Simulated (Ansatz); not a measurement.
Scandium, hcp: convergence with Gaussian smearing

Computed with Ansatz, LDA, scalar-relativistic PAW, on the relaxed cell (a = 3.227 Å, c = 5.009 Å (c/a = 1.552); spin not included). Errors count from a run at 420 eV on a Γ-centred 18×18×10 mesh with Fermi-Dirac smearing of 0.1 eV, extrapolated to zero width. Fixed here: cutoff 420 eV, mesh 11×11×6. The SCF starts from atomic densities corrected by a trained network.

```
width (eV)  E(σ→0) error (meV/atom)  F error (meV/atom)  P (GPa)  SCF iterations
      0.01                     -0.2                -0.2    -0.25               6
      0.03                     -0.2                -0.6    -0.26               6
       0.1                     -0.1                -4.3    -0.22               6
       0.2                      0.7               -17.7    -0.08               6
       0.6                    -12.3              -148.5     0.65               6
       1.0                    -23.6              -381.8     1.99               6
```

What does the run at 0.3 give (width)?

E(σ→0) error (meV/atom): -0.7; F error (meV/atom): -40.2; P (GPa): 0.06; SCF iterations: 6.
